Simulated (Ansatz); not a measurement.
# triplet Si2H6O at 6 levels

We compute a comparison of 6 runs (U-wB97X/cc-pVDZ, UHSE06/cc-pVDZ, UPBE0/cc-pVDZ, USVWN5/cc-pVDZ, RPA@PBE/cc-pVDZ, UCCSD/cc-pVDZ) of triplet Si2H6O. 

Program for the calculation: Ansatz 0.2.0.

60 further runs of the same task are left out: 60 set aside as unsound or not needed.

## Step 1: The structure to begin with

The species is Si2H6O (9 atoms), meant as a triplet with charge 0. As SMILES of the parent species, `[SiH3]O[SiH3]`. The shape is that of a PBE0-D4/def2-TZVP optimisation. That shape belongs to the parent species and isn't relaxed for this state.

Bond lengths: Si1–O2 1.634 Å, O2–Si3 1.634 Å, Si1–H4 1.487 Å, Si1–H5 1.483 Å, Si1–H6 1.487 Å, Si3–H7 1.483 Å, Si3–H8 1.486 Å, Si3–H9 1.487 Å. Some angles: Si1–O2–Si3 147.2°, O2–Si1–H4 110.2°, O2–Si1–H5 108.3°, O2–Si1–H6 110.2°, O2–Si3–H7 108.3°, O2–Si3–H8 110.2°, O2–Si3–H9 110.2°, H4–Si1–H5 109.6°, H4–Si1–H6 109.0°, H5–Si1–H6 109.6°.

## Step 2: A single-point energy at U-wB97X/cc-pVDZ (run 1)

The input, input.yaml:

```yaml
crystal:
  periodic: [false, false, false]
  atoms:
    - symbol: Si
      position_ang: [-0.710290, 1.052660, -0.919520]
    - symbol: O
      position_ang: [0.425550, 0.090990, -0.245380]
    - symbol: Si
      position_ang: [0.775570, -1.038810, 0.881750]
    - symbol: H
      position_ang: [-1.787270, 0.226580, -1.525660]
    - symbol: H
      position_ang: [-0.060640, 1.872420, -1.970220]
    - symbol: H
      position_ang: [-1.306170, 1.942760, 0.111330]
    - symbol: H
      position_ang: [2.224270, -1.343130, 0.800010]
    - symbol: H
      position_ang: [-0.009310, -2.275600, 0.628780]
    - symbol: H
      position_ang: [0.448290, -0.527870, 2.238910]
basis:
  gaussian:
    orbitals: cc-pVDZ
magnetization:
  spin_polarized: true
  initial_magnetization: 2
accuracy: high
output:
  orbitals: {seedname: orbitals}
hamiltonian:
  xc: {name: wB97X}
```

Started as:

```console
$ ansatz run input.yaml --threads 1 --pin off --max-ram 3480MiB --events-out events.jsonl --progress --plain --runs-dir runs
```

The program printed:

```text
Warning: RAYON_NUM_THREADS=1 ignored (pool sized by the plan → 1); use --threads N
Functional definition: wB97X
  name "wB97X"
  parameter omega = 0.3/bohr
  parameter cx = 0.157706
  parameter cx1 = 0.726479
  parameter cx2 = 1.04760
  parameter cx3 = -5.70635
  parameter cx4 = 13.2794
  parameter css1 = -4.33879
  parameter css2 = 18.2308
  parameter css3 = -31.7430
  parameter css4 = 17.2901
  parameter cos1 = 2.37031
  parameter cos2 = -11.3995
  parameter cos3 = 6.58405
  parameter cos4 = -3.78132
  exchange = spin_sum(e_x_unif_sr(omega)*poly(b97_u_x, 1 - cx, cx1, cx2, cx3, cx4)) + cx*exact_x_sr(omega)
      + exact_x_lr(omega)
  correlation = spin_sum(e_c_pw_same_spin*poly(b97_u_same, 1, css1, css2, css3, css4))
      + integral(e_c_pw_opposite_spin*poly(b97_u_opposite, 1, cos1, cos2, cos3, cos4))
1882 factors; integrals over basis functions are off by at most 3.9e-9 eV
388 factors; integrals over basis functions are off by at most 1.9e-9 eV
mean field evaluation 1: about -17889.4222 eV, gradient 2.8e1 eV
mean field evaluation 2: about -17886.4730 eV, gradient 4.1e1 eV
mean field evaluation 4: about -17892.6136 eV, gradient 1.3e0 eV
mean field evaluation 8: about -17892.7466 eV, gradient 9.2e-2 eV
mean field evaluation 16: about -17892.7470 eV, gradient 9.9e-3 eV
mean field evaluation 32: about -17892.7471 eV, gradient 1.9e-5 eV
mean field evaluation 64: about -17892.6760 eV, gradient 2.7e-1 eV
mean field -17892.74706423 eV, -657.5463264708 hartree, gradient 7.8e-8 eV, S^2 2.009729; 4 other end points of the search recorded, 0 dependent functions left out
reference -17892.74706137 eV, -657.5463263656 hartree; 22, 20 occupied and 58, 60 virtual orbitals, 1882 factors
Total energy: -17892.74706137 eV, -657.5463263656 hartree
```

Run time: 2.7 min. Hardware: 1 thread of Intel Xeon Platinum 8259CL at 2.50GHz (Skylake/Cascade Lake), shared host; peak memory 0.83 GiB.

## Step 3: A single-point energy at UHSE06/cc-pVDZ (run 2)

The input, in.yaml:

```yaml
crystal:
  periodic: [false, false, false]
  atoms:
    - {symbol: Si, position_ang: [-0.710290, 1.052660, -0.919520]}
    - {symbol: O, position_ang: [0.425550, 0.090990, -0.245380]}
    - {symbol: Si, position_ang: [0.775570, -1.038810, 0.881750]}
    - {symbol: H, position_ang: [-1.787270, 0.226580, -1.525660]}
    - {symbol: H, position_ang: [-0.060640, 1.872420, -1.970220]}
    - {symbol: H, position_ang: [-1.306170, 1.942760, 0.111330]}
    - {symbol: H, position_ang: [2.224270, -1.343130, 0.800010]}
    - {symbol: H, position_ang: [-0.009310, -2.275600, 0.628780]}
    - {symbol: H, position_ang: [0.448290, -0.527870, 2.238910]}
basis:
  gaussian:
    orbitals: cc-pVDZ
magnetization:
  spin_polarized: true
  initial_magnetization: 2
hamiltonian:
  xc: hse06
output: {orbitals: {seedname: orbitals}}
accuracy: high
```

Started as:

```console
$ ansatz run in.yaml --threads 1 --pin off --max-ram 3480MiB --events-out events.jsonl --progress --plain --runs-dir runs
```

The program printed, cut to the lines that bear on the results:

```text
Warning: RAYON_NUM_THREADS=1 ignored (pool sized by the plan → 1); use --threads N
Functional definition: HSE06
  name "HSE06"
[...]
1882 factors; integrals over basis functions are off by at most 3.9e-9 eV
105 factors; integrals over basis functions are off by at most 2.2e-9 eV
[...]
mean field -17884.82338157 eV, -657.2551365039 hartree, gradient 5.4e-8 eV, S^2 2.007099; 5 other end points of the search recorded, 0 dependent functions left out
reference -17884.82338550 eV, -657.2551366486 hartree; 22, 20 occupied and 58, 60 virtual orbitals, 1882 factors
Total energy: -17884.82338550 eV, -657.2551366486 hartree
```

It took 38 s on 1 thread of Intel Xeon Platinum 8259CL at 2.50GHz (Skylake/Cascade Lake), shared host; peak memory 0.4 GiB.

Runs 3 to 5 aren't shown in full; the table further down has their settings and results.

## Step 4: A single-point energy at UCCSD/cc-pVDZ (run 6)

The input, job.yaml:

```yaml
crystal:
  periodic: [false, false, false]
  atoms:
    - {symbol: Si, position_ang: [-0.710290, 1.052660, -0.919520]}
    - {symbol: O, position_ang: [0.425550, 0.090990, -0.245380]}
    - {symbol: Si, position_ang: [0.775570, -1.038810, 0.881750]}
    - {symbol: H, position_ang: [-1.787270, 0.226580, -1.525660]}
    - {symbol: H, position_ang: [-0.060640, 1.872420, -1.970220]}
    - {symbol: H, position_ang: [-1.306170, 1.942760, 0.111330]}
    - {symbol: H, position_ang: [2.224270, -1.343130, 0.800010]}
    - {symbol: H, position_ang: [-0.009310, -2.275600, 0.628780]}
    - {symbol: H, position_ang: [0.448290, -0.527870, 2.238910]}
basis:
  gaussian:
    orbitals: cc-pVDZ
magnetization:
  spin_polarized: true
  initial_magnetization: 2
correlation:
  method: ccsd
  frozen_orbitals: {H: 0, O: 1, Si: 5}
accuracy: high
scf:
  omitted_lower_state_checks: [cluster_reference, increment]
```

Started as:

```console
$ ansatz run job.yaml --threads 1 --pin off --max-ram 3480MiB --events-out events.jsonl --progress --plain --runs-dir runs
```

The program printed:

```text
Warning: RAYON_NUM_THREADS=1 ignored (pool sized by the plan → 1); use --threads N
[... 15 lines left out ...]
11 core orbitals not correlated: weight in the atoms' cores, before any rotation towards them, 1.000 or more for the frozen orbitals, at most 0.000 for the correlated occupied ones
[... 39 lines left out ...]
Total energy: -17862.48293702 eV, -656.4341403097 hartree
Checks for a lower state left out: cluster_reference, increment
```

Wall time 42 s (1 thread of Intel Xeon Platinum 8259CL at 2.50GHz (Skylake/Cascade Lake), shared host); peak memory 0.7 GiB.

## Step 5: Overview of the runs

| run | level | frozen core orbitals | energy (Eh) | HOMO energy (eV) | ⟨S²⟩ | wall time |
| --- | --- | --- | --- | --- | --- | --- |
| 1 | U-wB97X/cc-pVDZ | – | -657.546326 | -3.46 | 2.010 | 2.7 min |
| 2 | UHSE06/cc-pVDZ | – | -657.255137 | -1.65 | 2.007 | 38 s |
| 3 | UPBE0/cc-pVDZ | – | -657.271086 | -2.01 | 2.007 | 28 s |
| 4 | USVWN5/cc-pVDZ | – | -654.710312 | -1.51 | 2.002 | 15 s |
| 5 | RPA@PBE/cc-pVDZ | 11 | -656.683981 | – | 2.003 | 67 s |
| 6 | UCCSD/cc-pVDZ | 11 | -656.434140 | – | 2.012 | 42 s |

## Step 6: Summary of results

| quantity | value |
| --- | --- |
| run 6: total energy | -656.43414 Eh |
| run 6: correlation energy (11 core orbitals frozen) | -438.0 mEh |
| run 6: ⟨S²⟩ of the reference determinant | 2.012 |
| run 6: T1 diagnostic | 0.056 |

In words: Totals of different functionals can't be ranked against each other. All runs together took 5.9 min, the longest 2.7 min.
